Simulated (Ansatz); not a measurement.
Relaxation of BF₂H (4 atoms, charge 0, multiplicity 1), to a largest force component of 0.02 eV/Å in at most 40 steps.

Level of theory: RKS B3LYP-D4/def2-TZVP in Ansatz.

```xyz
4
Properties=species:S:1:pos:R:3
B 0.000 0.000 0.000
F 0.000 0.000 1.320
H 1.030 0.000 -0.595
F -1.143 0.000 -0.660
```

Task: Where does it end, and by what steps?

Result: The forces met the threshold. After 2 steps the energy has fallen by 0.005 eV; F4 moved furthest, 0.02 Å.

| step | energy less start (eV) | largest force component (eV/Å) | accepted |
| --- | --- | --- | --- |
| 0 | 0.0000 | 0.260 | yes |
| 1 | -0.0037 | 0.131 | yes |
| 2 | -0.0050 | 0.003 | yes |

```xyz
4
Properties=species:S:1:pos:R:3
B 0.008 0.000 -0.005
F -0.014 0.000 1.313
H 1.037 0.000 -0.598
F -1.144 0.000 -0.644
```

Whether the end is a true minimum wasn't checked by a vibrational analysis.

The run took 1.6 s on 2 threads of AMD EPYC 9R45 96-Core Processor (Zen 5) (shared host), peak memory 0.15 GiB.
